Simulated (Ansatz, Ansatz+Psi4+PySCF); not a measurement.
```yaml
atoms:
  - { symbol: N, position_ang: [1.1173, 0.0000, 0.0000] }
  - { symbol: C, position_ang: [0.3342, 1.1192, 0.0000] }
  - { symbol: C, position_ang: [-0.9829, 0.7107, 0.0000] }
  - { symbol: C, position_ang: [-0.9829, -0.7107, 0.0000] }
  - { symbol: C, position_ang: [0.3342, -1.1192, 0.0000] }
  - { symbol: H, position_ang: [2.1270, 0.0000, 0.0000] }
  - { symbol: H, position_ang: [0.7706, 2.1157, 0.0000] }
  - { symbol: H, position_ang: [-1.8524, 1.3654, 0.0000] }
  - { symbol: H, position_ang: [-1.8524, -1.3654, 0.0000] }
  - { symbol: H, position_ang: [0.7706, -2.1157, 0.0000] }
```

Basis set: cc-pVTZ (spherical functions). Correlated methods keep 5 orbitals frozen. Charge 0, multiplicity 1.

Computed with Ansatz (development build ahead of 0.2.0); each method stands on the lowest determinant of its kind that the runs found. Restricted open shells among the atoms or ions are ROHF, correlated in semicanonical orbitals with singles.

The atomization energy at this shape (free ground-state atoms in the same class of orbitals less the molecule, no zero-point energy) of singlet C₄H₅N:

```csv
method,atomization energy
RHF-MP2,46.34 eV
```

Problem. What does RHF give?

Solution. 33.73 eV.
